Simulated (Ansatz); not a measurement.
fcc Ca, treated with r²SCAN (plane waves, PAW; Ansatz, a first-principles code).

The run printed, among other lines:

```
Crystal: 1 atoms, lattice volume = 43.622 Å³
Basis set: ecut = 560 eV, 1363 PW (Γ), exchange–correlation on 96×96×96 points (27 copies of the dense FFT grid, shifted against one another)
Bands: 9, of which v1, the nominal top of the filled ones, is band 5 counted from 1 (4 counted from 0)
Symmetry: 48 space group operations
Space group: Fm-3m (ITA 225), of the structure as read, at distance tolerance 3.5e-5 Å
k-points: 195 of 5832
Functional: x = r2scan, c = r2scan; τ floored in thin density (d = 2e-4 eV/Å³)
SCF iter   1: F=—  HF=-1821.663307 eV  |F-HF|=—  |Δ(HF+E_count)|=         —  Δρ=4.46e-3  dr2=9.21e-3  dr2_τ=1.10e-3
SCF iter   2: F=—  HF=-1821.679440 eV  |F-HF|=—  |Δ(HF+E_count)|=   1.61e-2  Δρ=2.39e-3  dr2=3.29e-3  dr2_τ=6.21e-5
  ...
SCF iter   6: F=—  HF=-1821.678969 eV  |F-HF|=—  |Δ(HF+E_count)|=   4.79e-8  Δρ=2.63e-6  dr2=3.35e-9  dr2_τ=1.74e-10
SCF iter   7: F=-1821.678969 eV  HF=-1821.678969 eV  |F-HF|=4.68e-11  |Δ(HF+E_count)|=  4.59e-10  Δρ=2.62e-7  dr2=2.20e-11  dr2_τ=2.32e-12
SCF 1 converged in 7 iterations: F = -1821.678969 eV  dr2 = 2.20e-11
SCF converged after 7 iterations
Free energy (F): -1821.678969 eV
Internal energy: -1821.668971 eV  (E = F + TS)
E sigma→0 (E₀):  -1821.673970 eV
Fermi energy:    4.741729 eV
--- Stress (GPa, compression-positive) ---
       -0.191948       0.000000       0.000000
       -0.000000      -0.191948       0.000000
       -0.000000      -0.000000      -0.191948
  P = ⅓ Tr σ = -0.1919 GPa (-1.919 kbar)
```

Question: Write an input file that could have produced this run (the log leaves some choices open).

Answer: This is not unique; one that fits is 
Ansatz 0.2 input:
```yaml
crystal:
  lattice:
    - [0.0, 2.794, 2.794]
    - [2.794, 0.0, 2.794]
    - [2.794, 2.794, 0.0]
  atoms:
    - { symbol: Ca, position: [0.0, 0.0, 0.0] }
basis:
  ecutwfc: 560
  ecutrho_ratio: 4
  xc_grid: 3
kpoints:
  mp_grid: { grid: [18, 18, 18] }
hamiltonian:
  xc: r2scan
  dispersion: none
  pseudopotentials: { kind: paw }
scf:
  occupations: { method: fermi_dirac, width: 0.05 }
  convergence: { dr2_threshold: 0.0000000001 }
output:
  forces: false
  stress: true
  eigenvalues: true
```

The PAW data were made under PBE.

Note: cell and atoms aren't relaxed at this level.

The result took about 8 core-seconds (a rough figure).
